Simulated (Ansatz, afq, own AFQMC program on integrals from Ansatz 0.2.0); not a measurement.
SiH$_{2}$, triplet: AFQMC among the cluster methods

```yaml
atoms:
  - { symbol: Si, position_ang: [0.0000, -0.0533, 0.0043] }
  - { symbol: H, position_ang: [0.0000, 0.7813, -1.4039] }
  - { symbol: H, position_ang: [0.0000, 0.7043, 1.2827] }
```

Basis cc-pVDZ. Noble-gas cores (and the filled d shells of Ga–Kr and In–Xe) are frozen. AFQMC by an in-house program on the Cholesky factors that Ansatz 0.2.0 writes for its CCSD(T) run. ph-AFQMC/CISD is guided by a CISD state made of CCSD amplitudes; releasing the constraint for a short imaginary time cuts its bias at the price of noise, slowly where states lie close. ± is one standard error of the sampling.

Determinant: ROHF, the one that the program's search chose, which needn't be the lowest solution. The geometry is a point of a scan.

Full CI on the same integrals is exact in this basis and with this determinant's frozen core.

Cautions: lower spins were not checked.

- T1 diagnostic: 0.0209
- weight of the determinant in the CISD state: 0.932
- size of the correlated space: 6 electrons in 23 orbitals

Reference: full CI, correlation energy -2.728 eV. The released energy is read at 2.40 1/Eh (meV from the phaseless value at times in 1/Eh: -1.1 ± 1.0 at 0.24, -1.7 ± 0.9 at 0.51, -2.5 ± 0.8 at 0.99, -4.0 ± 0.7 at 1.62, -2.8 ± 0.7 at 2.40).

| level | E − E(reference) (kJ/mol) | share of correlation (%) |
| --- | --- | --- |
| HF | 263.2 | 0.00 |
| MP2 | 67.3 | 74.43 |
| CCSD | 7.3 | 97.23 |
| CCSD(T) | 1.9 | 99.27 |
| CCSDT | 0.1 | 99.95 |
| CCSDT(Q) | 0.0 | 99.99 |
| CCSDTQ | 0.0 | 100.00 |
| ph-AFQMC/CISD | 0.3 ± 0.1 | 99.90 |
| released AFQMC | 0.0 ± 0.07 | 100.00 |

CCSDT and higher add their correlation energy to the determinant of the CCSD(T) run, since their own runs factorise the integrals more tightly (a shift of under 2 meV). A walk keeps the symmetry of its determinant, which the program's search chose and which needn't be the lowest solution, so a lower state of the same spin and another symmetry isn't excluded. Released energies are given only where the last usable release times agree within the noise; a slower fall can still hide under it.
